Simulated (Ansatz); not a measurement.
Worked example: HN–SH⁺, singlet against HN–SH, doublet

Geometry (PBE0/def2-TZVP stationary point of a doublet), kept for both states (HN–SH, doublet: A''; HN–SH⁺, singlet: A'):

```yaml
atoms:
  - { symbol: N, position_ang: [0.0000, -0.1878, 1.0997] }
  - { symbol: S, position_ang: [0.0000, 0.0962, -0.5000] }
  - { symbol: H, position_ang: [0.0000, 0.7404, 1.5312] }
  - { symbol: H, position_ang: [0.0000, -1.1895, -0.9067] }
```

Basis cc-pVDZ; Ansatz 0.2.0. Correlated methods freeze the noble-gas cores. Prefix R: restricted or restricted open-shell reference; prefix U: unrestricted.

Full CI isn't at hand for all of this; UCCSDT(Q) serves as the reference, and is uncertain by about the last step of the cluster series.

Unrestricted rows (U, and Kohn–Sham where it breaks symmetry) aren't spin-pure: their determinants' ⟨S²⟩ exceeds S(S+1) by up to 0.59, so they mix in states of higher spin.

| level | E(HN–SH, doublet) (hartree) | E(HN–SH⁺, singlet) (hartree) |
| --- | --- | --- |
| UHF | -453.091573 | -452.779387 |
| UMP2 | -453.368658 | -453.039290 |
| UCCSD(T) | -453.409550 | -453.105588 |
| PBE | -453.843391 | -453.525670 |
| r2SCAN | -454.024196 | -453.695420 |
| UCCSDT(Q) | -453.411220 | -453.110491 |

Q: Give the vertical gap, HN–SH⁺ singlet less HN–SH doublet, at each level in eV (1 hartree = 27.2114 eV), and each error against UCCSDT(Q).

A: UCCSDT(Q): (-453.110491 − (-453.411220)) × 27.2114 = 8.183 eV (the reference)
r2SCAN: (-453.695420 − (-454.024196)) × 27.2114 = 8.946 eV, error 0.763 eV
PBE: (-453.525670 − (-453.843391)) × 27.2114 = 8.646 eV, error 0.463 eV
UCCSD(T): (-453.105588 − (-453.409550)) × 27.2114 = 8.271 eV, error 0.088 eV
UMP2: (-453.039290 − (-453.368658)) × 27.2114 = 8.963 eV, error 0.780 eV
UHF: (-452.779387 − (-453.091573)) × 27.2114 = 8.495 eV, error 0.312 eV

Total energies of functionals can't be set beside those of wave-function methods, since they hold the core's correlation and their own absolute errors; only the differences compare.

In so small a basis the reference is far from its limit while semilocal and hybrid functionals are nearer theirs, so the functionals' errors here hold much of the reference's basis and frozen-core error, which can add to them or hide them.

Each level lands on the state that its own search finds. T1 diagnostics of restricted CCSD: 0.033 and 0.031.
